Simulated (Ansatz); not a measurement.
**SiH$_{4}$, singlet: from triple and quadruple zeta to the limit**

```yaml
atoms:
  - { symbol: Si, position_ang: [0.0000, 0.0000, 0.0000] }
  - { symbol: H, position_ang: [0.8558, 0.8587, 0.8568] }
  - { symbol: H, position_ang: [-0.8596, -0.8544, 0.8574] }
  - { symbol: H, position_ang: [-0.8547, 0.8555, -0.8611] }
  - { symbol: H, position_ang: [0.8584, -0.8599, -0.8531] }
```

Ansatz 0.2.0, RHF determinant, valence electrons correlated. Energies in eV.

```
       set  X  functions  Hartree–Fock  MP2 correlation  CCSD(T) correlation                                                                             time
def2-TZVPP  3         98    -7925.5442          -3.9072              -4.8236     1.1 s on 1 thread of Intel(R) Xeon(R) 6975P-C (Granite Rapids) (shared host)
def2-QZVPP  4        190    -7925.8012          -4.1679              -5.0345  11 s on 1 thread of Intel(R) Xeon(R) 6975P-C (Granite Rapids), on a shared host
```

Hartree–Fock is taken to follow E(X) = E∞ + A·exp(−7.88·√X), correlation E(X) = E∞ + B·X^−2.97.

**Question.** Work out the CCSD(T) energy at the limit, and how far the shortcut misses it that extrapolates MP2 and adds CCSD(T) minus MP2 from the smaller set.

**Answer.** Hartree–Fock: E∞ = E4 + 0.1377·(E4 − E3) = -7925.8365. Correlation: E∞ = E4 + 0.7407·(E4 − E3) = -5.1907 for CCSD(T) and -4.3610 for MP2. The limit is -7931.0273 eV, 0.192 eV below def2-QZVPP. The shortcut gives a correlation energy of -4.3610 + (-0.9164) = -5.2774, 87 meV lower than the direct value.

Past Ne part of the Hartree–Fock step between the two sets comes from the cores, which don't follow the formula, so the 35 meV that it adds to the total can overshoot; that part largely cancels in differences.
